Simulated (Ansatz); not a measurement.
# HF with SiH3Cl: superposition error and deformation, part 2 of 3

Ansatz 0.2.0, Gaussian basis.

## 13. CCSD(T)/def2-TZVPPD

The inputs:

a/in.yaml

```yaml
crystal:
  periodic: [false, false, false]
  atoms:
    - {symbol: F, position_ang: [-0.475340, -0.733852, -2.377144]}
    - {symbol: H, position_ang: [-0.592673, 0.084244, -1.953831]}
basis:
  gaussian: {orbitals: "def2-TZVPPD.json"}
correlation: {method: ccsd_t}
```

b/in.yaml

```yaml
crystal:
  periodic: [false, false, false]
  atoms:
    - {symbol: Si, position_ang: [0.270537, 0.017167, 0.947705]}
    - {symbol: Cl, position_ang: [-0.519117, 1.533546, -0.230920]}
    - {symbol: H, position_ang: [1.539200, -0.419171, 0.328798]}
    - {symbol: H, position_ang: [-0.720474, -1.077651, 0.995517]}
    - {symbol: H, position_ang: [0.497866, 0.595816, 2.289975]}
basis:
  gaussian: {orbitals: "def2-TZVPPD.json"}
correlation: {method: ccsd_t}
```

The same command starts each run, in its folder.

Launch:

```bash
ansatz run in.yaml --threads 2 --pin off --events-out ev --progress --plain --max-ram 5222MiB
```

Output in a, cut to the lines that bear on the results:

```text
Functional definition: HF
  name "HF"
  cite "Fock, Z. Phys. 61, 126 (1930) doi:10.1007/BF01340294"
  parent pbe
[...]
352 factors; integrals over basis functions are off by at most 1.2e-3 eV
[...]
mean field -2722.92559197 eV, -100.0656698395 hartree, gradient 1.7e-6 eV, S^2 0.000000; 0 other end points of the search recorded, 0 dependent functions left out
1 core orbitals not correlated: weight in the atoms' cores, before any rotation towards them, 1.000 or more for the frozen orbitals, at most 0.000 for the correlated occupied ones
reference -2722.92559197 eV, -100.0656698395 hartree; 4, 4 occupied and 52, 52 virtual orbitals, 352 factors
second order -7.44627524 eV of doubles, -0.00000000 eV of singles
cycle   1  -7.35072887 eV  change    9.6e-2 eV  update   4.7e-2
[...]
cycle   9  -7.49907572 eV  change    1.9e-6 eV  update   1.5e-6
perturbative correction -0.18615073 eV, -0.0068409132 hartree
Total energy: -2730.61081841 eV, -100.3480967022 hartree
```

Output in b, cut to the lines that bear on the results:

```text
[... 4 set-up lines as earlier in the session ...]
[...]
841 factors; integrals over basis functions are off by at most 6.3e-4 eV
[...]
mean field -20415.30853840 eV, -750.2487507932 hartree, gradient 1.4e-6 eV, S^2 0.000000; 0 other end points of the search recorded, 0 dependent functions left out
10 core orbitals not correlated: weight in the atoms' cores, before any rotation towards them, 1.000 or more for the frozen orbitals, at most 0.000 for the correlated occupied ones
reference -20415.30853840 eV, -750.2487507932 hartree; 7, 7 occupied and 133, 133 virtual orbitals, 841 factors
second order -8.76850936 eV of doubles, -0.00000000 eV of singles
cycle   1  -9.50624055 eV  change   -7.4e-1 eV  update   6.2e-2
[...]
cycle   8  -9.80032494 eV  change   -1.2e-5 eV  update   1.3e-5
perturbative correction -0.35664319 eV, -0.0131063953 hartree
Total energy: -20425.46550653 eV, -750.6220124872 hartree
```

Times: 0.3 s (a), 7.5 s (b) on 2 threads of Arm Neoverse V1, shared host; peak memory 0.85 GiB.

## 14. Relaxing HF alone

relax-a/in.yaml reads:

```yaml
crystal:
  periodic: [false, false, false]
  atoms:
    - {symbol: F, position_ang: [-0.475340, -0.733852, -2.377144]}
    - {symbol: H, position_ang: [-0.592673, 0.084244, -1.953831]}
basis:
  gaussian: {orbitals: def2-TZVP}
hamiltonian: {xc: pbe0, dispersion: d4}
relax: {f_tol: 0.005, max_steps: 200}
```

Launch:

```bash
ansatz run in.yaml --threads 2 --pin off --events-out ev --progress --plain --max-ram 5222MiB
```

What it wrote, cut to the lines that bear on the results:

```text
[... 5 set-up lines as earlier in the session ...]
[...]
200 factors; their error is unknown
[...]
mean field -2731.79954030 eV, -100.3917814258 hartree, gradient 6.9e-6 eV, S^2 0.000000; 0 other end points of the search recorded, 0 dependent functions left out
[...]
reference -2731.80170837 eV, -100.3918611010 hartree; 5, 5 occupied and 32, 32 virtual orbitals, 200 factors
Total energy: -2731.80322165 eV, -100.3919167130 hartree
Atom 0 at    -0.475881    -0.730083    -2.375194 Å, force     0.000296    -0.002065    -0.001069 eV/Å
Atom 1 at    -0.592132     0.080475    -1.955781 Å, force    -0.000296     0.002065     0.001069 eV/Å
Dipole moment:    -0.050646     0.353126     0.182721 e Å
```

Run time: 0.6 s. Hardware: 2 threads of Arm Neoverse V1, shared host.

The steps of the relaxation:

```csv
step,energy from step 1 (eV),largest force component (eV/Å)
1,0.0000,0.4417
2,-0.0021,0.0926
3,-0.0022,0.0021
```

The bond:

```csv
bond,before (Å),after (Å),change (Å)
F1–H2,0.929,0.920,-0.009
```

## 15. Relaxing SiH3Cl alone

relax-b/in.yaml reads:

```yaml
crystal:
  periodic: [false, false, false]
  atoms:
    - {symbol: Si, position_ang: [0.270537, 0.017167, 0.947705]}
    - {symbol: Cl, position_ang: [-0.519117, 1.533546, -0.230920]}
    - {symbol: H, position_ang: [1.539200, -0.419171, 0.328798]}
    - {symbol: H, position_ang: [-0.720474, -1.077651, 0.995517]}
    - {symbol: H, position_ang: [0.497866, 0.595816, 2.289975]}
basis:
  gaussian: {orbitals: def2-TZVP}
hamiltonian: {xc: pbe0, dispersion: d4}
relax: {f_tol: 0.005, max_steps: 200}
```

Launch:

```bash
ansatz run in.yaml --threads 2 --pin off --events-out ev --progress --plain --max-ram 5222MiB
```

What it wrote, cut to the lines that bear on the results:

```text
[... 5 set-up lines as earlier in the session ...]
[...]
668 factors; their error is unknown
[...]
mean field -20443.32660885 eV, -751.2783958909 hartree, gradient 5.0e-5 eV, S^2 0.000000; 0 other end points of the search recorded, 0 dependent functions left out
[...]
Atom 1 at    -0.518925     1.528122    -0.235618 Å, force    -0.000247     0.000464    -0.000382 eV/Å
Atom 2 at     1.533887    -0.421680     0.334657 Å, force     0.000012    -0.000325     0.000378 eV/Å
Atom 3 at    -0.712534    -1.076311     0.997424 Å, force     0.000345    -0.000228     0.000282 eV/Å
Atom 4 at     0.503076     0.582988     2.294840 Å, force     0.000114    -0.000593    -0.000195 eV/Å
Dipole moment:     0.099819    -0.190528     0.150133 e Å
```

Wall time 4.4 s (2 threads of Arm Neoverse V1, shared host).

The steps of the relaxation:

```csv
step,energy from step 1 (eV),largest force component (eV/Å)
1,0.0000,0.4756
2,-0.0070,0.0794
3,-0.0075,0.0483
4,-0.0077,0.0007
```

Distances of close pairs at the start and the end, largest changes first:

```csv
bond,before (Å),after (Å),change (Å)
Si1–Cl2,2.077,2.053,-0.023
Si1–H3,1.477,1.481,+0.003
Si1–H4,1.478,1.481,+0.003
Si1–H5,1.479,1.481,+0.001
```

## 16. PBE-D4/def2-TZVPPD

free-a/in.yaml reads:

```yaml
crystal:
  periodic: [false, false, false]
  atoms:
    - {symbol: F, position_ang: [-0.475881, -0.730083, -2.375194]}
    - {symbol: H, position_ang: [-0.592132, 0.080475, -1.955781]}
basis:
  gaussian: {orbitals: "def2-TZVPPD.json"}
hamiltonian: {xc: pbe, dispersion: d4}
```

free-b/in.yaml reads:

```yaml
crystal:
  periodic: [false, false, false]
  atoms:
    - {symbol: Si, position_ang: [0.262508, 0.036589, 0.939772]}
    - {symbol: Cl, position_ang: [-0.518925, 1.528122, -0.235618]}
    - {symbol: H, position_ang: [1.533887, -0.421680, 0.334657]}
    - {symbol: H, position_ang: [-0.712534, -1.076311, 0.997424]}
    - {symbol: H, position_ang: [0.503076, 0.582988, 2.294840]}
basis:
  gaussian: {orbitals: "def2-TZVPPD.json"}
hamiltonian: {xc: pbe, dispersion: d4}
```

One command serves all of them, each in its own folder.

Launch:

```bash
ansatz run in.yaml --threads 2 --pin off --events-out ev --progress --plain --max-ram 5222MiB
```

Log of free-a, cut to the lines that bear on the results:

```text
[... 4 set-up lines as earlier in the session ...]
[...]
256 factors; their error is unknown
[...]
mean field -2731.92961102 eV, -100.3965614365 hartree, gradient 3.7e-5 eV, S^2 0.000000; 0 other end points of the search recorded, 0 dependent functions left out
reference -2731.92964873 eV, -100.3965628224 hartree; 5, 5 occupied and 52, 52 virtual orbitals, 256 factors
Total energy: -2731.93154260 eV, -100.3966324209 hartree
```

Output in free-b, cut to the lines that bear on the results:

```text
[... 4 set-up lines as earlier in the session ...]
[...]
806 factors; their error is unknown
[...]
mean field -20441.45342443 eV, -751.2095576329 hartree, gradient 4.0e-5 eV, S^2 0.000000; 0 other end points of the search recorded, 0 dependent functions left out
reference -20441.45347454 eV, -751.2095594744 hartree; 17, 17 occupied and 133, 133 virtual orbitals, 806 factors
Total energy: -20441.52843365 eV, -751.2123141709 hartree
```

Times: 0.2 s (free-a), 1.2 s (free-b) on 2 threads of Arm Neoverse V1, shared host.

## 17. r2SCAN-D4/def2-TZVPPD

Each input of step 16 (free-a, free-b) changes in the same lines:

```diff
-hamiltonian: {xc: pbe, dispersion: d4}
+hamiltonian: {xc: r2scan, dispersion: d4}
```

The same command starts each run, in its folder.

Launch:

```bash
ansatz run in.yaml --threads 2 --pin off --events-out ev --progress --plain --max-ram 5222MiB
```

free-a printed, cut to the lines that bear on the results:

```text
[... 5 set-up lines as earlier in the session ...]
[...]
256 factors; their error is unknown
[...]
mean field -2733.34937518 eV, -100.4487368069 hartree, gradient 7.1e-6 eV, S^2 0.000000; 0 other end points of the search recorded, 0 dependent functions left out
reference -2733.34938827 eV, -100.4487372883 hartree; 5, 5 occupied and 52, 52 virtual orbitals, 256 factors
Total energy: -2733.34984580 eV, -100.4487541022 hartree
```

Output in free-b, cut to the lines that bear on the results:

```text
[... 5 set-up lines as earlier in the session ...]
[...]
806 factors; their error is unknown
[...]
mean field -20449.29713507 eV, -751.4978086823 hartree, gradient 7.8e-5 eV, S^2 0.000000; 0 other end points of the search recorded, 0 dependent functions left out
reference -20449.29715242 eV, -751.4978093202 hartree; 17, 17 occupied and 133, 133 virtual orbitals, 806 factors
Total energy: -20449.31343751 eV, -751.4984077859 hartree
```

They took 0.5 s (free-a), 2.6 s (free-b) on 2 threads of Arm Neoverse V1, shared host.

## 18. PBE0-D4/def2-TZVPPD

Each input of step 17 (free-a, free-b) changes in the same lines:

```diff
-hamiltonian: {xc: r2scan, dispersion: d4}
+hamiltonian: {xc: pbe0, dispersion: d4}
+output: {orbitals: {seedname: orbitals}}
```

Each run has its own folder and the same command.

Launch:

```bash
ansatz run in.yaml --threads 2 --pin off --events-out ev --progress --plain --max-ram 5222MiB
```

free-a printed, cut to the lines that bear on the results:

```text
[... 5 set-up lines as earlier in the session ...]
[...]
256 factors; their error is unknown
[...]
mean field -2731.92136687 eV, -100.3962584695 hartree, gradient 2.9e-5 eV, S^2 0.000000; 0 other end points of the search recorded, 0 dependent functions left out
reference -2731.92139500 eV, -100.3962595033 hartree; 5, 5 occupied and 52, 52 virtual orbitals, 256 factors
Total energy: -2731.92290828 eV, -100.3963151153 hartree
```

Log of free-b, cut to the lines that bear on the results:

```text
[... 5 set-up lines as earlier in the session ...]
[...]
833 factors; their error is unknown
[...]
mean field -20443.36923966 eV, -751.2799625441 hartree, gradient 4.4e-5 eV, S^2 0.000000; 0 other end points of the search recorded, 0 dependent functions left out
reference -20443.36927769 eV, -751.2799639417 hartree; 17, 17 occupied and 133, 133 virtual orbitals, 833 factors
Total energy: -20443.43159538 eV, -751.2822540747 hartree
```

Times: 0.2 s (free-a), 1.6 s (free-b) on 2 threads of Arm Neoverse V1, shared host.

Fields of free-a:

The fields below are evaluated on a grid from the run's orbitals.

Frontier orbitals at PBE0-D4/def2-TZVPPD, with the share of their density that lies nearest to each atom:

```csv
orbital,energy (eV),lies on
HOMO,-11.84,F1 92 %; H2 8 %
LUMO,0.29,H2 81 %; F1 19 %
```

ELF in a plane through or near 2 of the atoms.

Ten even steps from '0' (0.00) to '9' (0.98):
```
0000000000000000000000000000
0000000000000000000000000000
0000000000000000000000000000
0000000000000000100000000000
0000000000000011111000000000
0000000000001223333110000000
0000000001122446665320000000
0000000113455678887531000000
0000000247888777888641000000
0000000369999872278641000000
0000000369999862278651000000
0000000247888777788641000000
0000000113455668887531000000
0000000001122446665320000000
0000000000011223333110000000
0000000000000011111000000000
0000000000000001100000000000
0000000000000000000000000000
0000000000000000000000000000
0000000000000000000000000000
```
The map spans 6.1 Å across and 5.2 Å up, centred on the molecule. Atoms in the plane (x, y in Å): F1 (0.5, 0.0), H2 (-0.5, 0.0).

log10 of the density (e/Å³) in the same plane.

Values, 10 rows by 14 columns:
```
-4.0 -4.0 -4.0 -4.0 -4.0 -4.0 -4.0 -3.9 -3.9 -4.0 -4.0 -4.0 -4.0 -4.0
-4.0 -4.0 -4.0 -4.0 -3.8 -3.3 -3.0 -2.7 -2.7 -2.8 -3.2 -3.7 -4.0 -4.0
-4.0 -4.0 -4.0 -3.8 -3.1 -2.6 -2.2 -1.9 -1.8 -2.1 -2.4 -3.0 -3.7 -4.0
-4.0 -4.0 -3.8 -3.0 -2.2 -1.6 -1.1 -0.7 -0.6 -0.9 -1.5 -2.3 -3.1 -4.0
-4.0 -4.0 -3.4 -2.5 -1.6 -0.7 -0.1  0.5  0.8  0.2 -0.8 -1.8 -2.7 -3.7
-4.0 -4.0 -3.4 -2.4 -1.4 -0.4  0.3  0.8  1.4  0.5 -0.7 -1.7 -2.7 -3.6
-4.0 -4.0 -3.6 -2.7 -1.9 -1.2 -0.6 -0.1  0.2 -0.3 -1.1 -2.0 -2.9 -3.9
-4.0 -4.0 -4.0 -3.3 -2.7 -2.1 -1.6 -1.3 -1.2 -1.4 -1.9 -2.6 -3.4 -4.0
-4.0 -4.0 -4.0 -3.9 -3.3 -2.8 -2.4 -2.2 -2.1 -2.3 -2.7 -3.2 -3.9 -4.0
-4.0 -4.0 -4.0 -4.0 -4.0 -3.8 -3.5 -3.3 -3.3 -3.4 -3.7 -4.0 -4.0 -4.0
```
The map spans 6.1 Å across and 5.2 Å up, centred on the molecule. Atoms in the plane (x, y in Å): F1 (0.5, 0.0), H2 (-0.5, 0.0).

On the surface of density 0.002 e/bohr³ the electrostatic potential runs, from the 1st to the 99th percentile, from -1.02 V near F1 to 3.42 V near H2.

## 19. B3LYP-D4/def2-TZVPPD

The same edit goes into each in.yaml of step 18 (free-a, free-b):

```diff
-hamiltonian: {xc: pbe0, dispersion: d4}
-output: {orbitals: {seedname: orbitals}}
+hamiltonian: {xc: {name: B3LYP}, dispersion: d4}
```

Each run has its own folder and the same command.

Launch:

```bash
ansatz run in.yaml --threads 2 --pin off --events-out ev --progress --plain --max-ram 5222MiB
```

Output in free-a, cut to the lines that bear on the results:

```text
[... 6 set-up lines as earlier in the session ...]
[...]
256 factors; their error is unknown
[...]
mean field -2734.61341954 eV, -100.4951895807 hartree, gradient 8.3e-5 eV, S^2 0.000000; 0 other end points of the search recorded, 0 dependent functions left out
reference -2734.61359481 eV, -100.4951960217 hartree; 5, 5 occupied and 52, 52 virtual orbitals, 256 factors
Total energy: -2734.61658450 eV, -100.4953058908 hartree
```

Output in free-b, cut to the lines that bear on the results:

```text
[... 6 set-up lines as earlier in the session ...]
[...]
826 factors; their error is unknown
[...]
mean field -20452.05186281 eV, -751.5990430598 hartree, gradient 6.9e-5 eV, S^2 0.000000; 0 other end points of the search recorded, 0 dependent functions left out
reference -20452.05211348 eV, -751.5990522716 hartree; 17, 17 occupied and 133, 133 virtual orbitals, 826 factors
Total energy: -20452.17520270 eV, -751.6035757168 hartree
```

Times: 0.2 s (free-a), 1.8 s (free-b) on 2 threads of Arm Neoverse V1, shared host.

## 20. wB97X-V/def2-TZVPPD

Each input of step 19 (free-a, free-b) changes in the same lines:

```diff
-hamiltonian: {xc: {name: B3LYP}, dispersion: d4}
+hamiltonian: {xc: {name: wB97X-V}}
```

Each run has its own folder and the same command.

Launch:

```bash
ansatz run in.yaml --threads 2 --pin off --events-out ev --progress --plain --max-ram 5222MiB
```

Output in free-a, cut to the lines that bear on the results:

```text
[... 5 set-up lines as earlier in the session ...]
[...]
      + integral(e_c_pw_opposite_spin*poly(b97_u_opposite, cos0, cos1)) + vv10(b, c)
256 factors; their error is unknown
78 factors; integrals over basis functions are off by at most 2.5e-5 eV
[...]
mean field -2733.56425820 eV, -100.4566336124 hartree, gradient 1.3e-5 eV, S^2 0.000000; 0 other end points of the search recorded, 0 dependent functions left out
reference -2733.56425637 eV, -100.4566335453 hartree; 5, 5 occupied and 52, 52 virtual orbitals, 256 factors
Total energy: -2733.56425637 eV, -100.4566335453 hartree
```

Output in free-b, cut to the lines that bear on the results:

```text
[... 5 set-up lines as earlier in the session ...]
[...]
      + integral(e_c_pw_opposite_spin*poly(b97_u_opposite, cos0, cos1)) + vv10(b, c)
819 factors; their error is unknown
203 factors; integrals over basis functions are off by at most 3.6e-5 eV
[...]
mean field -20447.83034254 eV, -751.4439050513 hartree, gradient 3.1e-5 eV, S^2 0.000000; 0 other end points of the search recorded, 0 dependent functions left out
reference -20447.83034010 eV, -751.4439049614 hartree; 17, 17 occupied and 133, 133 virtual orbitals, 819 factors
Total energy: -20447.83034010 eV, -751.4439049614 hartree
```

Wall times: 0.55 s (free-a), 4.3 s (free-b) on 2 threads of Arm Neoverse V1, shared host.

## 21. wB97M-V/def2-TZVPPD

The same edit goes into each in.yaml of step 20 (free-a, free-b):

```diff
-hamiltonian: {xc: {name: wB97X-V}}
+hamiltonian: {xc: {name: wB97M-V}}
```

The same command starts each run, in its folder.

Launch:

```bash
ansatz run in.yaml --threads 2 --pin off --events-out ev --progress --plain --max-ram 5222MiB
```

Log of free-a, cut to the lines that bear on the results:

```text
[... 5 set-up lines as earlier in the session ...]
  # Of w^i u^j: cxij and so on, Table III.
[...]
  gx(w, u) = 1 - cx + cx01*u + cx10*w
[...]
      + integral(e_c_pw_mod_opposite_spin*gos(b97_w_opposite, b97_u_opposite)) + vv10(b, c)
256 factors; their error is unknown
78 factors; integrals over basis functions are off by at most 2.5e-5 eV
[...]
mean field -2733.75173303 eV, -100.4635231853 hartree, gradient 6.5e-5 eV, S^2 0.000000; 0 other end points of the search recorded, 0 dependent functions left out
reference -2733.75177773 eV, -100.4635248282 hartree; 5, 5 occupied and 52, 52 virtual orbitals, 256 factors
Total energy: -2733.75177773 eV, -100.4635248282 hartree
```

Output in free-b, cut to the lines that bear on the results:

```text
[... 5 set-up lines as earlier in the session ...]
  # Of w^i u^j: cxij and so on, Table III.
[...]
  gx(w, u) = 1 - cx + cx01*u + cx10*w
[...]
      + integral(e_c_pw_mod_opposite_spin*gos(b97_w_opposite, b97_u_opposite)) + vv10(b, c)
814 factors; their error is unknown
203 factors; integrals over basis functions are off by at most 3.6e-5 eV
[...]
mean field -20449.44899800 eV, -751.5033895421 hartree, gradient 7.2e-6 eV, S^2 0.000000; 0 other end points of the search recorded, 0 dependent functions left out
reference -20449.44906073 eV, -751.5033918475 hartree; 17, 17 occupied and 133, 133 virtual orbitals, 814 factors
Total energy: -20449.44906073 eV, -751.5033918475 hartree
```

Wall times: 0.55 s (free-a), 4.8 s (free-b) on 2 threads of Arm Neoverse V1, shared host.

## 22. B2PLYP/def2-TZVPPD

The same edit goes into each in.yaml of step 21 (free-a, free-b):

```diff
-hamiltonian: {xc: {name: wB97M-V}}
+hamiltonian: {xc: {name: B2PLYP}}
```

Each run has its own folder and the same command.

Launch:

```bash
ansatz run in.yaml --threads 2 --pin off --events-out ev --progress --plain --max-ram 5222MiB
```

free-a printed, cut to the lines that bear on the results:

```text
[... 5 set-up lines as earlier in the session ...]
[...]
352 factors; integrals over basis functions are off by at most 1.1e-3 eV
[...]
mean field -2730.77283411 eV, -100.3540506691 hartree, gradient 3.2e-6 eV, S^2 0.000000; 0 other end points of the search recorded, 0 dependent functions left out
1 core orbitals not correlated: weight in the atoms' cores, before any rotation towards them, 1.000 or more for the frozen orbitals, at most 0.000 for the correlated occupied ones
reference -2730.77293979 eV, -100.3540545529 hartree; 4, 4 occupied and 52, 52 virtual orbitals, 352 factors
second order -8.70926364 eV of doubles, -0.00000000 eV of singles
Total energy: -2733.12444097 eV, -100.4404706275 hartree
```

Output in free-b, cut to the lines that bear on the results:

```text
[... 5 set-up lines as earlier in the session ...]
[...]
841 factors; integrals over basis functions are off by at most 6.7e-4 eV
[...]
mean field -20441.16020850 eV, -751.1987821463 hartree, gradient 2.3e-6 eV, S^2 0.000000; 0 other end points of the search recorded, 0 dependent functions left out
10 core orbitals not correlated: weight in the atoms' cores, before any rotation towards them, 1.000 or more for the frozen orbitals, at most 0.000 for the correlated occupied ones
reference -20441.16036789 eV, -751.1987880038 hartree; 7, 7 occupied and 133, 133 virtual orbitals, 841 factors
second order -10.69486713 eV of doubles, -0.00000000 eV of singles
Total energy: -20444.04798201 eV, -751.3049058656 hartree
```

They took 0.3 s (free-a), 2.5 s (free-b) on 2 threads of Arm Neoverse V1, shared host.

## 23. BLYP-D4/def2-TZVPPD

Each input of step 22 (free-a, free-b) changes in the same lines:

```diff
-hamiltonian: {xc: {name: B2PLYP}}
+hamiltonian: {xc: {name: BLYP}, dispersion: d4}
```

One command serves all of them, each in its own folder.

Launch:

```bash
ansatz run in.yaml --threads 2 --pin off --events-out ev --progress --plain --max-ram 5222MiB
```

Output in free-a, cut to the lines that bear on the results:

```text
[... 4 set-up lines as earlier in the session ...]
[...]
256 factors; their error is unknown
[...]
mean field -2734.32854672 eV, -100.4847206976 hartree, gradient 4.1e-5 eV, S^2 0.000000; 0 other end points of the search recorded, 0 dependent functions left out
reference -2734.32878346 eV, -100.4847293975 hartree; 5, 5 occupied and 52, 52 virtual orbitals, 256 factors
Total energy: -2734.33336542 eV, -100.4848977816 hartree
```

Output in free-b, cut to the lines that bear on the results:

```text
[... 4 set-up lines as earlier in the session ...]
[...]
806 factors; their error is unknown
[...]
mean field -20450.58310528 eV, -751.5450672161 hartree, gradient 6.1e-5 eV, S^2 0.000000; 0 other end points of the search recorded, 0 dependent functions left out
reference -20450.58343408 eV, -751.5450792990 hartree; 17, 17 occupied and 133, 133 virtual orbitals, 806 factors
Total energy: -20450.75136549 eV, -751.5512506647 hartree
```

Times: 0.25 s (free-a), 1.4 s (free-b) on 2 threads of Arm Neoverse V1, shared host.

(Part 2 of 3 ends here.)
